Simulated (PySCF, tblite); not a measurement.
**1,1,2-trichloroethane (C₂H₃Cl₃): dynamics, then NMR shifts on frames**

Aim: move 1,1,2-trichloroethane (C₂H₃Cl₃) (`ClCC(Cl)Cl`) away from its starting geometry and see how NMR shifts follow the geometry.

Programs: tblite 0.8.0 and PySCF 2.14.0, with density-fitted response routines of our own. Each step states its level of theory. These are calculated values for one molecule in the gas phase, unless marked as measured. Atoms are numbered from 0 throughout.

### 1 The starting structure

8 atoms, charge 0, multiplicity 1; geometry from: GFN2-xTB.

Bonds of the start (Å): Cl0–C1 1.78, C1–C2 1.51, C2–Cl3 1.78, C2–Cl4 1.78, C1–H5 1.09, C1–H6 1.09, C2–H7 1.09.

### 2 Dynamics with GFN2-xTB

The job: settings as JSON, then the geometry in Å.

```
{"job": {"kind": "md", "xc": "GFN2-xTB", "basis": "xTB", "temperature": 200, "steps": 2000, "every": 50, "frames": 5}, "charge": 0, "multiplicity": 1}
Cl    -1.471537    -1.425376    -0.652474
C     -0.787292     0.070558     0.027143
C      0.721117     0.046884    -0.105728
Cl     1.428883    -1.221924     0.915517
Cl     1.363648     1.633748     0.385773
H     -1.088449     0.133499     1.073127
H     -1.200922     0.908515    -0.535123
H      1.043610    -0.136492    -1.132800
```

Method: GFN2-xTB Langevin dynamics, gas phase.

The run is started by

```
> OMP_NUM_THREADS=1 python probes_run.py task.json out
```

One launch serves the whole session: the jobs run in the order shown.

What it wrote:

```text
t/fs     T/K      E/eV
    0.0   156.0   -529.36298
   25.0   119.3   -529.23069
   50.0   148.2   -529.25215
   75.0   148.0   -529.27102
  100.0   138.7   -529.24795
  125.0   115.6   -529.23762
  150.0   154.6   -529.22685
  175.0   185.3   -529.30347
  200.0   164.8   -529.26431
  225.0   193.6   -529.30394
  250.0   176.8   -529.24730
  275.0   182.2   -529.27885
  300.0   197.9   -529.32884
  325.0   120.5   -529.26855
  350.0   170.9   -529.25777
  375.0   114.1   -529.22446
  400.0   226.6   -529.23081
  425.0   180.9   -529.20659
  450.0   216.3   -529.20777
  475.0   108.3   -529.13739
  500.0   181.2   -529.25861
  525.0   181.0   -529.21521
  550.0   185.0   -529.17786
  575.0   129.6   -529.19103
  600.0   222.0   -529.21894
  625.0   163.9   -529.19630
  650.0   218.1   -529.24531
  675.0   286.2   -529.22153
  700.0   224.5   -529.14971
  725.0   234.8   -529.20614
  750.0   166.4   -529.13518
  775.0   278.8   -529.23798
  800.0   160.0   -529.18578
  825.0   135.8   -529.20166
  850.0   212.1   -529.20264
  875.0   247.2   -529.19133
  900.0   196.1   -529.17129
  925.0   198.7   -529.20327
  950.0   194.6   -529.22576
  975.0   204.8   -529.24073
 1000.0   169.4   -529.24210
```

Run time: 9.6 s. Hardware: 1 thread of Arm Neoverse V1, shared host; peak memory 0.18 GiB.

Distance from the start (root mean square after alignment): 0 fs 0.00 Å, 200 fs 0.05 Å, 400 fs 0.09 Å, 600 fs 0.09 Å, 800 fs 0.12 Å, 1000 fs 0.10 Å.

Positions (Å) and forces (eV/Å) at 1000 fs:

```xyz
8

Cl   -2.079   -1.107   -0.619    0.023    0.564    0.161
C    -1.099    0.241    0.115   -0.425   -0.963    0.019
C     0.327   -0.210   -0.054    0.082   -0.463    0.303
Cl    0.619   -1.728    0.869   -0.101    0.066    0.016
Cl    1.518    0.961    0.498   -0.025    0.340   -0.042
H    -1.462    0.372    1.125    0.263   -0.296    0.485
H    -1.330    1.154   -0.385    0.027    0.571   -0.786
H     0.513   -0.478   -1.093    0.156    0.180   -0.155
```

### 3 Shielding tensors: 250 fs, PBE0/pcSseg-1

The job: settings as JSON, then the geometry in Å.

```
{"job": {"kind": "nmr", "xc": "PBE0", "basis": "pcSseg-1", "pop": false}, "charge": 0, "multiplicity": 1}
Cl    -1.424700    -1.638300    -0.822800
C     -0.846200    -0.084800    -0.275900
C      0.657700    -0.132900    -0.004500
Cl     1.078100    -1.165800     1.402900
Cl     1.203100     1.456100     0.413800
H     -1.360200     0.253900     0.680400
H     -1.020300     0.690500    -1.068500
H      1.225400    -0.525400    -0.846900
```

With the program's defaults for keys left out, this is: GIAO PBE0/pcSseg-1 NMR shielding, non-relativistic, gas phase.

What it wrote:

```text
coarse grid: 8904 points
cycle   1  E = -1457.9226818730  dE =  5.316e-01  |g| = 3.953e-01  |ddm| = 2.586e+00
cycle   2  E = -1457.8656110624  dE =  5.707e-02  |g| = 6.477e-01  |ddm| = 1.022e+00
cycle   3  E = -1457.9653398805  dE = -9.973e-02  |g| = 3.561e-02  |ddm| = 5.999e-01
cycle   4  E = -1457.9656138917  dE = -2.740e-04  |g| = 1.707e-02  |ddm| = 6.193e-02
cycle   5  E = -1457.9656761443  dE = -6.225e-05  |g| = 2.021e-03  |ddm| = 1.883e-02
cycle   6  E = -1457.9656768611  dE = -7.167e-07  |g| = 9.577e-04  |ddm| = 3.617e-03
final grid: 73776 points
cycle   7  E = -1457.9929279186  dE = -2.694e-05  |g| = 5.932e-03  |ddm| = 1.667e-02
cycle   8  E = -1457.9929236646  dE =  4.254e-06  |g| = 6.517e-03  |ddm| = 9.518e-03
cycle   9  E = -1457.9929334815  dE = -9.817e-06  |g| = 1.642e-03  |ddm| = 6.551e-03
cycle  10  E = -1457.9929340587  dE = -5.772e-07  |g| = 1.902e-04  |ddm| = 1.710e-03
cycle  11  E = -1457.9929340671  dE = -8.345e-09  |g| = 4.427e-05  |ddm| = 2.237e-04
cycle  12  E = -1457.9929340675  dE = -4.272e-10  |g| = 1.236e-05  |ddm| = 4.907e-05
converged SCF energy = -1457.9929340675

GIAO shielding tensors (ppm)
atom      isotropic    diamagn.    paramagn.     s11        s22        s33       span
  0 Cl     847.583    1144.818    -297.236    684.990    795.122   1062.637    377.647
  1 C      125.481     245.041    -119.560    102.389    122.777    151.277     48.888
  2 C      103.250     243.861    -140.611     69.502    116.590    123.659     54.157
  3 Cl     644.593    1145.294    -500.701    365.029    543.631   1025.120    660.090
  4 Cl     689.999    1145.666    -455.667    417.810    661.808    990.379    572.569
  5 H       27.063      26.110       0.953     22.430     27.482     31.277      8.847
  6 H       27.162      26.995       0.167     20.625     28.700     32.162     11.537
  7 H       26.169      27.629      -1.460     22.773     25.443     30.290      7.517
```

Run time: 7 s. Hardware: 1 thread of Arm Neoverse V1, shared host; peak memory 0.55 GiB.

The references, computed at this level on geometries of the same kind, shield at (ppm): 1H TMS 31.72, 13C TMS 186.9, 35Cl HCl 950. Their shielding less the atom's gives the shift. The references are single molecules in the gas phase. Each atom is listed at this fixed geometry, with no averaging over motion; a spectrum would average atoms that exchange fast.

```csv
atoms,environment,σ (ppm),δ (ppm)
C2,sp3 CH bonded to 2 Cl,103.3,83.7
C1,sp3 CH2 bonded to Cl,125.5,61.4
H7,hydrogen on an sp3 CH bonded to 2 Cl,26.17,5.55
H5,hydrogen on an sp3 CH2 bonded to Cl,27.06,4.65
H6,hydrogen on an sp3 CH2 bonded to Cl,27.16,4.55
Cl3,chlorine bonded to C,645,305
Cl4,chlorine bonded to C,690,260
Cl0,chlorine bonded to C,848,102
```

### 4 Shielding tensors: 425 fs, PBE0/pcSseg-1

The job: settings as JSON, then the geometry in Å.

```
{"job": {"kind": "nmr", "xc": "PBE0", "basis": "pcSseg-1", "pop": false}, "charge": 0, "multiplicity": 1}
Cl    -1.594300    -1.649900    -0.842400
C     -0.885200    -0.141600    -0.277200
C      0.557800    -0.225400    -0.250200
Cl     1.145800    -1.341500     1.083300
Cl     1.193500     1.438300     0.056400
H     -1.327100     0.025600     0.703300
H     -1.144200     0.689000    -0.981200
H      1.057200    -0.651000    -1.145400
```

Method: GIAO PBE0/pcSseg-1 NMR shielding, non-relativistic, gas phase.

What it wrote:

```text
coarse grid: 8904 points
cycle   1  E = -1457.9168736382  dE =  5.143e-01  |g| = 4.204e-01  |ddm| = 2.560e+00
cycle   2  E = -1457.8388662775  dE =  7.801e-02  |g| = 7.289e-01  |ddm| = 1.113e+00
cycle   3  E = -1457.9659890528  dE = -1.271e-01  |g| = 3.964e-02  |ddm| = 6.589e-01
cycle   4  E = -1457.9663232264  dE = -3.342e-04  |g| = 1.890e-02  |ddm| = 6.726e-02
cycle   5  E = -1457.9664002537  dE = -7.703e-05  |g| = 2.739e-03  |ddm| = 1.979e-02
cycle   6  E = -1457.9664016323  dE = -1.379e-06  |g| = 1.412e-03  |ddm| = 4.342e-03
final grid: 73776 points
cycle   7  E = -1457.9923617249  dE = -2.509e-05  |g| = 6.690e-03  |ddm| = 1.677e-02
cycle   8  E = -1457.9923543717  dE =  7.353e-06  |g| = 8.027e-03  |ddm| = 1.102e-02
cycle   9  E = -1457.9923697308  dE = -1.536e-05  |g| = 1.734e-03  |ddm| = 7.749e-03
cycle  10  E = -1457.9923703550  dE = -6.242e-07  |g| = 2.948e-04  |ddm| = 1.843e-03
cycle  11  E = -1457.9923703754  dE = -2.037e-08  |g| = 4.862e-05  |ddm| = 2.704e-04
cycle  12  E = -1457.9923703759  dE = -5.377e-10  |g| = 1.168e-05  |ddm| = 6.072e-05
converged SCF energy = -1457.9923703759

GIAO shielding tensors (ppm)
atom      isotropic    diamagn.    paramagn.     s11        s22        s33       span
  0 Cl     827.710    1144.746    -317.037    647.138    764.926   1071.065    423.927
  1 C      134.096     244.503    -110.407    108.150    137.607    156.530     48.380
  2 C       92.732     244.375    -151.643     47.465    109.344    121.387     73.922
  3 Cl     618.225    1145.330    -527.105    373.804    456.265   1024.606    650.802
  4 Cl     624.485    1145.609    -521.124    301.856    562.529   1009.069    707.212
  5 H       27.543      27.145       0.398     22.356     27.872     32.402     10.046
  6 H       27.201      26.680       0.521     19.952     29.302     32.351     12.399
  7 H       25.171      27.149      -1.978     21.630     24.914     28.969      7.339
```

It took 6.5 s on 1 thread of Arm Neoverse V1, shared host; peak memory 0.61 GiB.

In short: δ C2 94.2, C1 52.8, Cl3 332, Cl4 325, H7 6.55, H6 4.52 ppm.

### 5 Shielding tensors: 625 fs, PBE0/pcSseg-1

The job: settings as JSON, then the geometry in Å.

```
{"job": {"kind": "nmr", "xc": "PBE0", "basis": "pcSseg-1", "pop": false}, "charge": 0, "multiplicity": 1}
Cl    -1.746800    -1.540600    -0.954200
C     -1.017200    -0.100700    -0.209100
C      0.493000    -0.126500    -0.487700
Cl     1.107700    -1.424000     0.594400
Cl     1.384400     1.374900     0.074300
H     -1.240300    -0.163900     0.857300
H     -1.523900     0.799800    -0.595800
H      0.750400    -0.380400    -1.493100
```

Level: GIAO PBE0/pcSseg-1 NMR shielding, non-relativistic, gas phase.

What it wrote:

```text
coarse grid: 8904 points
cycle   1  E = -1457.9093027000  dE =  4.426e-01  |g| = 4.343e-01  |ddm| = 2.543e+00
cycle   2  E = -1457.8234323752  dE =  8.587e-02  |g| = 7.587e-01  |ddm| = 1.104e+00
cycle   3  E = -1457.9614884866  dE = -1.381e-01  |g| = 3.553e-02  |ddm| = 6.600e-01
cycle   4  E = -1457.9617502574  dE = -2.618e-04  |g| = 1.845e-02  |ddm| = 6.525e-02
cycle   5  E = -1457.9618239123  dE = -7.365e-05  |g| = 2.470e-03  |ddm| = 2.128e-02
cycle   6  E = -1457.9618250065  dE = -1.094e-06  |g| = 1.207e-03  |ddm| = 4.224e-03
final grid: 73776 points
cycle   7  E = -1457.9891331642  dE = -2.778e-05  |g| = 6.162e-03  |ddm| = 1.674e-02
cycle   8  E = -1457.9891278918  dE =  5.272e-06  |g| = 6.993e-03  |ddm| = 1.016e-02
cycle   9  E = -1457.9891393219  dE = -1.143e-05  |g| = 1.782e-03  |ddm| = 7.096e-03
cycle  10  E = -1457.9891400139  dE = -6.920e-07  |g| = 1.967e-04  |ddm| = 1.793e-03
cycle  11  E = -1457.9891400228  dE = -8.936e-09  |g| = 4.397e-05  |ddm| = 2.378e-04
cycle  12  E = -1457.9891400232  dE = -4.322e-10  |g| = 1.159e-05  |ddm| = 5.334e-05
converged SCF energy = -1457.9891400232

GIAO shielding tensors (ppm)
atom      isotropic    diamagn.    paramagn.     s11        s22        s33       span
  0 Cl     822.440    1144.772    -322.332    634.147    769.571   1063.602    429.454
  1 C      125.423     244.712    -119.289    103.351    122.732    150.186     46.835
  2 C       94.024     244.364    -150.340     56.802     99.319    125.951     69.148
  3 Cl     595.863    1145.511    -549.647    316.835    472.629    998.126    681.291
  4 Cl     601.023    1145.279    -544.256    259.322    526.930   1016.817    757.495
  5 H       27.587      27.416       0.172     23.209     27.477     32.076      8.868
  6 H       27.434      27.046       0.388     21.089     28.210     33.004     11.914
  7 H       26.400      28.121      -1.721     22.544     26.968     29.688      7.145
```

Run time: 6.5 s. Hardware: 1 thread of Arm Neoverse V1, shared host; peak memory 0.6 GiB.

In short: δ C2 92.9, C1 61.5, Cl3 354, Cl4 349, H7 5.32, H6 4.28 ppm.

### 6 NMR shieldings: 800 fs, PBE0/pcSseg-1

The job: settings as JSON, then the geometry in Å.

```
{"job": {"kind": "nmr", "xc": "PBE0", "basis": "pcSseg-1", "pop": false}, "charge": 0, "multiplicity": 1}
Cl    -1.759100    -1.243200    -0.683800
C     -0.898800     0.065700     0.192800
C      0.590600    -0.208900    -0.168500
Cl     1.063600    -1.658400     0.803300
Cl     1.626500     1.103800     0.236600
H     -0.981000     0.030000     1.269900
H     -1.245400     0.973700    -0.265200
H      0.670200    -0.508500    -1.200900
```

With the program's defaults for keys left out, this is: GIAO PBE0/pcSseg-1 NMR shielding, non-relativistic, gas phase.

What it wrote:

```text
coarse grid: 8904 points
cycle   1  E = -1457.9180554573  dE =  5.238e-01  |g| = 3.977e-01  |ddm| = 2.582e+00
cycle   2  E = -1457.8599382474  dE =  5.812e-02  |g| = 6.519e-01  |ddm| = 1.001e+00
cycle   3  E = -1457.9612493322  dE = -1.013e-01  |g| = 3.446e-02  |ddm| = 5.883e-01
cycle   4  E = -1457.9614996938  dE = -2.504e-04  |g| = 1.695e-02  |ddm| = 6.017e-02
cycle   5  E = -1457.9615601375  dE = -6.044e-05  |g| = 2.540e-03  |ddm| = 1.936e-02
cycle   6  E = -1457.9615612079  dE = -1.070e-06  |g| = 1.295e-03  |ddm| = 4.232e-03
final grid: 73776 points
cycle   7  E = -1457.9887681956  dE = -2.947e-05  |g| = 6.106e-03  |ddm| = 1.853e-02
cycle   8  E = -1457.9887642706  dE =  3.925e-06  |g| = 6.575e-03  |ddm| = 9.854e-03
cycle   9  E = -1457.9887740801  dE = -9.809e-06  |g| = 1.710e-03  |ddm| = 6.668e-03
cycle  10  E = -1457.9887747168  dE = -6.367e-07  |g| = 1.778e-04  |ddm| = 1.727e-03
cycle  11  E = -1457.9887747241  dE = -7.287e-09  |g| = 3.936e-05  |ddm| = 2.394e-04
cycle  12  E = -1457.9887747245  dE = -3.542e-10  |g| = 9.185e-06  |ddm| = 5.423e-05
converged SCF energy = -1457.9887747245

GIAO shielding tensors (ppm)
atom      isotropic    diamagn.    paramagn.     s11        s22        s33       span
  0 Cl     790.474    1145.201    -354.727    566.244    745.857   1059.322    493.078
  1 C      123.136     246.122    -122.986    102.820    119.866    146.721     43.902
  2 C       98.922     244.271    -145.349     63.585    108.807    124.374     60.789
  3 Cl     626.050    1145.380    -519.330    348.751    497.909   1031.489    682.738
  4 Cl     717.471    1145.338    -427.868    494.700    677.849    979.863    485.163
  5 H       28.207      27.632       0.575     24.695     27.968     31.957      7.262
  6 H       27.986      28.428      -0.442     21.603     28.938     33.416     11.813
  7 H       26.427      28.123      -1.696     21.954     27.494     29.832      7.878
```

Wall time 6.7 s (1 thread of Arm Neoverse V1, shared host); peak memory 0.6 GiB.

This run: δ C2 88.0, C1 63.8, Cl3 324, Cl4 232, H7 5.29, H6 3.73 ppm.

### 7 Nuclear shieldings: 1000 fs, PBE0/pcSseg-1

The job: settings as JSON, then the geometry in Å.

```
{"job": {"kind": "nmr", "xc": "PBE0", "basis": "pcSseg-1", "pop": false}, "charge": 0, "multiplicity": 1}
Cl    -2.078600    -1.107000    -0.618800
C     -1.099400     0.241400     0.114800
C      0.326900    -0.209600    -0.054300
Cl     0.618500    -1.728400     0.868500
Cl     1.517900     0.960900     0.497800
H     -1.461500     0.371900     1.124600
H     -1.330100     1.153900    -0.384500
H      0.513200    -0.477700    -1.092500
```

Level: GIAO PBE0/pcSseg-1 NMR shielding, non-relativistic, gas phase.

What it wrote:

```text
coarse grid: 8904 points
cycle   1  E = -1457.9170203364  dE =  5.099e-01  |g| = 4.131e-01  |ddm| = 2.576e+00
cycle   2  E = -1457.8487162230  dE =  6.830e-02  |g| = 6.940e-01  |ddm| = 1.073e+00
cycle   3  E = -1457.9639050547  dE = -1.152e-01  |g| = 3.638e-02  |ddm| = 6.344e-01
cycle   4  E = -1457.9641829459  dE = -2.779e-04  |g| = 1.789e-02  |ddm| = 6.225e-02
cycle   5  E = -1457.9642515574  dE = -6.861e-05  |g| = 2.358e-03  |ddm| = 1.915e-02
cycle   6  E = -1457.9642525599  dE = -1.002e-06  |g| = 1.172e-03  |ddm| = 3.938e-03
final grid: 73776 points
cycle   7  E = -1457.9911424716  dE = -2.815e-05  |g| = 6.768e-03  |ddm| = 1.697e-02
cycle   8  E = -1457.9911354226  dE =  7.049e-06  |g| = 8.005e-03  |ddm| = 1.108e-02
cycle   9  E = -1457.9911507381  dE = -1.532e-05  |g| = 1.707e-03  |ddm| = 7.760e-03
cycle  10  E = -1457.9911513512  dE = -6.131e-07  |g| = 2.486e-04  |ddm| = 1.827e-03
cycle  11  E = -1457.9911513653  dE = -1.409e-08  |g| = 5.549e-05  |ddm| = 2.412e-04
cycle  12  E = -1457.9911513660  dE = -6.917e-10  |g| = 1.472e-05  |ddm| = 6.289e-05
converged SCF energy = -1457.9911513660

GIAO shielding tensors (ppm)
atom      isotropic    diamagn.    paramagn.     s11        s22        s33       span
  0 Cl     777.639    1144.890    -367.250    559.516    711.712   1061.690    502.174
  1 C      128.970     244.824    -115.854    103.163    123.256    160.492     57.329
  2 C      102.913     242.565    -139.652     62.826    116.238    129.674     66.848
  3 Cl     628.863    1145.157    -516.294    325.292    544.146   1017.150    691.858
  4 Cl     689.339    1145.215    -455.876    427.841    636.187   1003.989    576.149
  5 H       28.015      27.540       0.475     23.368     27.617     33.059      9.691
  6 H       28.443      28.225       0.218     22.486     28.804     34.038     11.552
  7 H       26.011      27.368      -1.357     21.994     26.362     29.679      7.685
```

Wall time 6.6 s (1 thread of Arm Neoverse V1, shared host); peak memory 0.61 GiB.

Key values: δ C2 84.0, C1 58.0, Cl3 321, Cl4 260, H7 5.71, H5 3.70 ppm.

### 8 Run by run: NMR shifts

Shifts (ppm) of some atoms, chosen among heavy atoms and hydrogens apart, with basis size and wall time:

```csv
frame,C2,C1,H7,H6,Cl3,Cl4,Cl0,functions,time
250 fs,83.7,61.4,5.55,4.55,305,260,102,121,7 s
425 fs,94.2,52.8,6.55,4.52,332,325,122,121,6.5 s
625 fs,92.9,61.5,5.32,4.28,354,349,127,121,6.5 s
800 fs,88.0,63.8,5.29,3.73,324,232,159,121,6.7 s
1000 fs,84.0,58.0,5.71,3.27,321,260,172,121,6.6 s
```

### 9 Results

| quantity | value |
| --- | --- |
| thermostat | 200 K |
| mean temperature, second half | 200 K |
| mean potential energy above the minimum | 0.16 eV |
| 13C shifts against TMS (PBE0/pcSseg-1, 250 fs) | 83.7, 61.4 ppm |
| 1H shifts against TMS (PBE0/pcSseg-1, 250 fs) | 5.55, 4.65, 4.55 ppm |
| 35Cl shifts against HCl (PBE0/pcSseg-1, 250 fs) | 305, 260, 102 ppm |
| range of the shift of Cl4 | 232 to 349 ppm |

In the second half the potential energy averages 0.16 eV above the minimum; equipartition over 18 harmonic modes at 200 K would give 0.16 eV. With 8 atoms the temperature swings widely (108 to 286 K). C2 stands next to heavy halogen, whose spin-orbit shielding this run leaves out, so the computed shift lies too far downfield, most of all for carbon beside Br or I. Shifts at one fixed geometry are not the observed spectrum, which averages over the motion. In the first frame run (250 fs): The largest span, 660 ppm, is at Cl3, where the paramagnetic term is -501 ppm. Across the 5 runs the shift of Cl4 moves most, between 232 (800 fs) and 349 ppm (625 fs).
